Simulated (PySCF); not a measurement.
## Ionisation energy of P by level of theory

P [Ne] 3s2 3p3 (4S) → P⁺ [Ne] 3s2 3p2 (3P), as a difference of total energies. All numbers are calculated (PySCF 2.14, no relativity, point nucleus, in pcseg-2 (5s4p2d1f, 34 functions)). Correlated levels: valence: [Ne] frozen. The calculations carry no spin-orbit coupling.

```json
{"method": "UHF", "ionisation energy (eV)": "9.927"}
{"method": "M06-2X", "ionisation energy (eV)": "10.337"}
{"method": "TPSS", "ionisation energy (eV)": "10.522"}
{"method": "MP2 (valence)", "ionisation energy (eV)": "10.364"}
{"method": "SCS-MP2 (valence)", "ionisation energy (eV)": "10.219"}
{"method": "CCSD (valence)", "ionisation energy (eV)": "10.292"}
{"method": "CCSD(T) (valence)", "ionisation energy (eV)": "10.316"}
```

How much does correlation contribute at CCSD(T) (valence)?

10.316 − (9.927) = 0.389 eV, measured against UHF.

Errors of the correlated levels include the incompleteness of this basis and the frozen core.

For comparison: 10.526 eV (measured; NIST levels, between the centres of gravity of the two terms).
